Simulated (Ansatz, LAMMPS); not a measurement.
**How well does each level of theory give the bulk modulus of zinc-blende ZnS?**

Reference value: 77.1 GPa (measured, temperature not stated, not corrected to a static lattice, sources range from 74.5 to 77.1; as tabulated in Toher et al. (2017), arXiv:1611.05714).

```tsv
level (code)	value (GPa)	cell (Å³/atom)
ionic model hamad2002 (shell model, LAMMPS)	79.9	19.84
LDA (Ansatz)	___	18.57
PBE (Ansatz)	69.5	20.16
r²SCAN (Ansatz)	78.6	19.56
PBE0 (Ansatz)	76.1	19.90
```

**Question.** Some entries are withheld; supply them.

**Answer.** 
- LDA (Ansatz, a quantum-chemistry and plane-wave program), value (GPa): 86.5

Differences against the reference: ionic model hamad2002 +3.6 %, LDA +12.2 %, PBE -9.9 %, r²SCAN +1.9 %, PBE0 -1.3 %.

Leaving aside ionic model hamad2002, which can be fitted to such values or carry a doubt: The reference's temperature isn't stated, so close values are not ranked against it.

The measured value isn't corrected to a static lattice, so vibrations enter the comparison. A static lattice is as a rule stiffer than a warm one, by over a tenth in soft solids.  Each level is taken at its own relaxed cell. Cutoffs and k meshes differ between the levels. Ansatz's density-functional and Hartree–Fock values are scalar-relativistic unless marked +SOC, with PAW data made under PBE.

Empirical potentials (ionic model hamad2002) are fitted to chosen data, which need not cover the solid at hand: agreement can be built in, and what lay outside the fit can be far off.

Differences are worked out from the printed values.
